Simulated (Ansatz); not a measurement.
Cost and result for the atomization energy of `C#CC(C)OC` (14 atoms, 13 bonds).

```xyz
14

C     2.338    0.719    0.011
C     1.186    0.452   -0.193
C    -0.220    0.120   -0.448
C    -0.381   -0.657   -1.740
O    -0.776   -0.658    0.587
C    -0.845    0.012    1.819
H     3.361    0.953    0.191
H    -0.775    1.070   -0.523
H     0.013   -0.084   -2.580
H     0.159   -1.602   -1.674
H    -1.439   -0.864   -1.909
H    -1.326   -0.666    2.524
H     0.151    0.274    2.194
H    -1.444    0.930    1.741
```

Charge 0, multiplicity 1. The structure was optimised at the PBE0-D4/def2-TZVP level. It is one conformer, not always the lowest. Program: Ansatz. All runs use 4 threads of an Arm Neoverse V1 on a shared host. Times are those of one run each, without the atoms' runs, and a repeat can differ threefold. Electronic energies, without spin–orbit coupling; frozen cores. CCSD(T)/CBS adds CCSD(T) − MP2 in def2-TZVPP to the MP2 limit, and its time is that of the two runs behind it. T1 = 0.011. B3LYP takes the VWN-RPA correlation (the form of Gaussian; ORCA's B3LYP/G).

CCSD(T)/CBS is a level of theory with its own doubt, some kJ/mol a heavy atom from the limit and from the frozen cores, so smaller differences don't rank the functionals.

```tsv
level	functions	wall time
PBE-D4/def2-TZVPP (with forces)	298	3.3 s
PBE0-D4/def2-TZVPP	298	3.8 s
r2SCAN-D4/def2-TZVPP (with forces)	298	6.5 s
B3LYP-D4/def2-TZVPP (with forces)	298	6.5 s
B2PLYP/def2-TZVPP	298	9 s
ωB97X-V/def2-TZVPP	298	10 s
ωB97M-V/def2-TZVPP (with forces)	298	16 s
MP2/def2-QZVPP	582	43 s
CCSD(T)/def2-TZVPP	298	19 min
CCSD(T)/CBS(def2)	–	20 min
```

Task: What atomization energy does each give, and how far from CCSD(T)/CBS? (An estimate is asked.)

Result: The calculation gave: 
```
                             level  atomization (kcal/mol)  difference from CCSD(T)/CBS  per bond
   PBE-D4/def2-TZVPP (with forces)                  1418.9                         38.3       2.9
                PBE0-D4/def2-TZVPP                  1391.1                         10.5       0.8
r2SCAN-D4/def2-TZVPP (with forces)                  1384.5                          3.9       0.3
 B3LYP-D4/def2-TZVPP (with forces)                  1382.0                          1.4       0.1
                 B2PLYP/def2-TZVPP                  1370.4                        -10.2      -0.8
                ωB97X-V/def2-TZVPP                  1380.8                          0.2       0.0
  ωB97M-V/def2-TZVPP (with forces)                  1385.0                          4.4       0.3
                    MP2/def2-QZVPP                  1394.5                         13.9       1.1
                CCSD(T)/def2-TZVPP                  1348.1                        -32.5      -2.5
                 CCSD(T)/CBS(def2)                  1380.6                          0.0       0.0
```

The D4 term adds +9.8 kcal/mol with B3LYP and +5.2 kcal/mol with PBE0; it sums over pairs of atoms, weighted by their polarisabilities, and B3LYP, whose exchange is more repulsive, gets the larger term. In def2-TZVPP, CCSD(T) changes the Hartree–Fock value by +340.1 kcal/mol (the triples alone add +21.9 kcal/mol) and MP2 by +367.4 kcal/mol; breaking electron pairs costs correlation energy, which Hartree–Fock lacks. From PBE to PBE0 (25 % exact exchange), in def2-TZVPP and without D4, the atomization energy moves by −26.9 kcal/mol: exact exchange takes away binding that semilocal exchange gives to molecules.
